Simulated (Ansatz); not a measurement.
```yaml
crystal:
  periodic: [false, false, false]
  atoms:
    - {symbol: C, position_ang: [-1.742648, -0.003909, -0.000681]}
    - {symbol: N, position_ang: [-0.637054, 0.513127, 0.002105]}
    - {symbol: P, position_ang: [0.918175, -0.265076, -0.000863]}
    - {symbol: H, position_ang: [1.402957, 1.061703, 0.005392]}
basis:
  gaussian: {orbitals: def2-TZVP}
magnetization: {spin_polarized: true, initial_magnetization: 3}
hamiltonian: {xc: pbe0}
relax: {f_tol: 0.004, max_steps: 80}
```

```sh
$ ansatz run in.yaml --threads 1 --pin off --events-out ev --progress --plain --max-ram 2176MiB
```

Steps of the relaxation (energy above the last step; positions in Å, forces in eV/Å):

```
4
step 1, 142.8 meV
C    -1.743   -0.004   -0.001   -2.221   -1.274   -0.007
N    -0.637    0.513    0.002    1.576    1.152    0.006
P     0.918   -0.265   -0.001   -0.081    0.097    0.000
H     1.403    1.062    0.005    0.725    0.025    0.000
```

```
4
step 2, 35.8 meV
C    -1.802   -0.061   -0.001   -0.190   -0.506   -0.002
N    -0.699    0.521    0.002    0.649    0.689    0.003
P     0.889   -0.210   -0.001   -0.296   -0.137   -0.001
H     1.554    1.057    0.005   -0.163   -0.045    0.000
```

```
4
step 3, 18.7 meV
C    -1.791   -0.068   -0.001   -0.083   -0.351   -0.002
N    -0.692    0.536    0.002    0.418    0.435    0.002
P     0.883   -0.216   -0.001   -0.270   -0.032    0.000
H     1.541    1.053    0.005   -0.066   -0.053    0.000
```

```
4
step 5, 0.2 meV
C    -1.763   -0.100   -0.001    0.029    0.017    0.000
N    -0.693    0.577    0.002    0.026   -0.052    0.000
P     0.852   -0.210   -0.001   -0.063    0.039    0.000
H     1.545    1.038    0.005    0.007   -0.004    0.000
```

```
4
step 7, 0.0 meV
C    -1.763   -0.100   -0.001    0.002    0.001    0.000
N    -0.691    0.576    0.002   -0.001   -0.001    0.000
P     0.849   -0.208   -0.001    0.001    0.001    0.000
H     1.546    1.038    0.005   -0.002   -0.002    0.000
```

Close pairs at the end: C1–N2 1.267 Å, P3–H4 1.427 Å, N2–P3 1.728 Å.

A stationary point of unrestricted PBE0 after 7 steps, with ⟨S²⟩ = 3.792 against 3.75 for a pure state; no frequencies were run, so it isn't proven a minimum. 66 s on 1 thread of Intel Xeon Platinum 8488C, shared host.
